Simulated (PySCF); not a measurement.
## Telling isomers of C5H5N apart by NMR

Non-relativistic, one conformer, no solvent, one averaged value for each set of equivalent atoms. PBE0-D3(BJ)/def2-SVP geometry; couplings computed with B3LYP/pcJ-1 (spin–dipole term left out of most H,H and C,H couplings); σ from GIAO-PBE0/pcSseg-1; PySCF 2.14.

Shifts are taken against calculated references (same method and geometry level): ¹H and ¹³C vs TMS. Multiplet labels drop J under 1 Hz and among equivalent protons, and merge close values. Unscaled 3J(H,H) run several per cent high. Shifts are as computed. Against solution values, carbons near 30 ppm lie about +2 ppm off and those near 130 ppm about +5 ppm. Of 1211 compounds with measured shifts, 218 miss one by over three times the rms of a fit or turn the order of signals round; such compounds aren't used in these exercises.

(1) Tabulate the signals of `N#CCC1=CC1`, `N#CC1=CCC1`, `C=NC1=CC1=C` and their relative energies.

(2) What is the quickest way to tell N#CCC1=CC1 from N#CC1=CCC1?

(3) What is the quickest way to tell N#CC1=CCC1 from C=NC1=CC1=C?

(4) What is the quickest way to tell N#CCC1=CC1 from C=NC1=CC1=C?

Answers

(1) 
```json
{"SMILES": "N#CCC1=CC1", "carbon types": "2×C 1×CH 2×CH2", "δC": "120.8, 120.8, 113.3, 18.6, 11.9", "δH": "7.17 (tt, 1H), 3.27 (m, 2H), 1.33 (m, 2H)", "E rel. (kcal/mol)": "26.7"}
{"SMILES": "N#CC1=CCC1", "carbon types": "2×C 1×CH 2×CH2", "δC": "162.3, 127.0, 118.7, 35.1, 31.9", "δH": "6.86 (tt, 1H), 2.78 (m, 2H), 2.59 (m, 2H)", "E rel. (kcal/mol)": "0.0"}
{"SMILES": "C=NC1=CC1=C", "carbon types": "2×C 1×CH 2×CH2", "δC": "155.4, 151.5, 130.8, 107.7, 58.1", "δH": "7.38 (m, 1H), 7.33 (m, 1H), 6.97 (dt, 1H), 3.71 (d, 1H), 3.55 (d, 1H)", "E rel. (kcal/mol)": "49.6"}
```

Energies are electronic energies at PBE0/pcSseg-1 on these geometries, without zero-point or thermal terms, each for the one conformer computed, which needn't be the lowest.

(2) Both give the same number of carbon signals, with the same numbers of each carbon type, so the positions decide. The first has an alkene CH at 113.3 ppm, the second an alkene CH at 162.3 ppm. Their most deshielded carbons lie at 120.8 and 162.3 ppm.

(3) Both give the same number of carbon signals, with the same numbers of each carbon type, so the positions decide. The first has an alkene CH at 162.3 ppm, the second a C=N carbon (CH2) at 155.4 ppm. In the proton spectra the most deshielded non-exchanging signals are 6.86 (tt, J = 2.2, 1.2 Hz, 1H) and 7.38 (m, 1H).

(4) Both give the same number of carbon signals, with the same numbers of each carbon type, so the positions decide. The first has a three-membered-ring carbon (CH2) at 11.9 ppm, the second a C=N carbon (CH2) at 155.4 ppm. Their most deshielded carbons lie at 120.8 and 155.4 ppm.
